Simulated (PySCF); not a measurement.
# Working with the constants of LiN⁺

UHF-CCSD(T) constants of LiN⁺, ⁴Σ⁻ (quartet), unpaired electrons σ ↑, π ↑↑ (basis Li STO-3G, N STO-3G; no relativity; PySCF 2.14; masses 7.0160 and 14.0031 u):

* ωe: 464.4 cm⁻¹
* ωexe: 5.56 cm⁻¹
* Be: 0.86914 cm⁻¹
* αe: 0.0178 cm⁻¹
* D (centrifugal): 1.22e-05 cm⁻¹

Problem. Give the vibrational terms G(v) and spacings up to v = 6.

Solution. G(v) = ωe(v+½) − ωexe(v+½)².

```csv
v,G(v) (cm⁻¹),G(v) − G(v−1),Bv (cm⁻¹)
0,231,,0.8602
1,684,453,0.8424
2,1126,442,0.8246
3,1557,431,0.8068
4,1977,420,0.7890
5,2386,409,0.7712
6,2784,398,0.7534
```

Correlated steps freeze 1 core orbital. STO-3G is very small, so such numbers show the basis as much as the molecule. The state is the lowest determinant that a PBE0 search found; another state may lie lower at other levels.
